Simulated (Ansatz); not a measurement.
# C3O: the cost of one run

Computed with Ansatz 0.2.0 (the levels named in each step, unless a step's input says otherwise).

## 1. The structure to begin with

Bond lengths: C1–C2 1.261 Å, C2–C3 1.298 Å, C3–O4 1.146 Å. Angles: C1–C2–C3 180.0°, C2–C3–O4 180.0°.

Structure file:

```xyz
4

C     0.0000    0.0000   -1.8809
C     0.0000    0.0000   -0.6201
C     0.0000    0.0000    0.6776
O     0.0000    0.0000    1.8234
```

## 2. A rough first relaxation, PBE-D4/def2-SVP

This run stands in another session on the same molecule. It ended at:

```xyz
4

C     0.0000    0.0000   -1.9151
C     0.0000    0.0000   -0.6240
C     0.0000    0.0000    0.6867
O     0.0000    0.0000    1.8525
```

## 3. Relaxation, PBE0-D4/def2-TZVPP

This run stands in another session on the same molecule. It ended at:

```xyz
4

C     0.0000    0.0000   -1.8841
C     0.0000    0.0000   -0.6171
C     0.0000    0.0000    0.6784
O     0.0000    0.0000    1.8228
```

## 4. Frequencies, PBE0-D4/def2-TZVPP

input.yaml reads:

```yaml
crystal:
  periodic: [false, false, false]
  atoms:
    - { symbol: C, position_ang: [0.0, 0.0, -1.88411125] }
    - { symbol: C, position_ang: [0.0, 0.0, -0.61710199] }
    - { symbol: C, position_ang: [0.0, 0.0, 0.67844183] }
    - { symbol: O, position_ang: [0.0, 0.0, 1.8227714] }
basis:
  gaussian: { orbitals: def2-TZVPP }
hamiltonian:
  xc: pbe0
  dispersion: d4
phonons: {}
```

Started as:

```
$ ansatz run input.yaml --threads 2 --pin off --max-ram 5120MiB --backend cpu --events-out ev --progress --plain --runs-dir out
```

**Question.** How long does this run take on 2 threads of Arm Neoverse V2, shared host, and how much memory does it need?

About 18 s, with a peak of 0.17 GiB.
